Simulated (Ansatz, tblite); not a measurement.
Isomers of S$_{4}$⁻ (doublet), found by a short tight-binding search and relaxed with PBE-D4/def2-TZVPD in Ansatz.

The xTB rows come from tblite. HSE06 is defined as in plane-wave codes, on full-range PBE exchange. Correlated methods freeze 20 core orbitals. In CCSD on the charge -1 doublet the largest single amplitude is 0.33, so its Hartree–Fock determinant may place the open shell otherwise than the density functionals do.

Run but left out: HF/def2-TZVPD, MP2/def2-TZVPD (A: a determinant that CCSD turns far, T1 0.057).

A: At PBE-D4/def2-TZVPD the highest occupied level of the charge -1 doublet lies above zero (up to 0.19 eV). By energy differences its removal costs 2.41 eV (vertical, to the charge 0 singlet, at PBE-D4/def2-TZVPD); a positive level beside a positive removal energy at the same level points to self-interaction error. At CCSD(T)/def2-TZVPD T1 of the charge -1 doublet is large (up to 0.057), so the single-reference result is doubtful. B: At CCSD(T)/def2-TZVPD T1 of the charge -1 doublet is large (up to 0.052), so the single-reference result is doubtful.

Other spin states were run for one of them alone.

A:

Cartesian coordinates in Å:
```
S 0.885 -0.408 -1.667
S -0.158 -1.315 1.405
S -0.015 1.165 -0.894
S -0.711 0.559 1.156
```

B:

```xyz
4

S     0.0066    1.0512    0.2318
S    -0.0046   -1.0508   -0.2318
S    -0.1333   -1.2581   -2.2092
S     0.1313    1.2576    2.2092
```

Estimate which lies lowest at each level, and how far above it the others are (kcal/mol).


```csv
level,A,B
GFN1-xTB,3.8,0.0
GFN2-xTB,2.8,0.0
PBE-D4/def2-TZVPD,0.0,0.6
r2SCAN-D4/def2-TZVPD,0.0,0.0
r2SCANh-D4/def2-TZVPD,0.2,0.0
PBE0-D4/def2-TZVPD,0.4,0.0
HSE06-D4/def2-TZVPD,0.4,0.0
CCSD/def2-TZVPD,1.5,0.0
CCSD(T)/def2-TZVPD,0.0,0.2
```
Point groups (tolerance 0.1 Å): A C2v, B C2h. A and B have the same bonds, so they are conformers or stereoisomers. Lower isomers may exist.
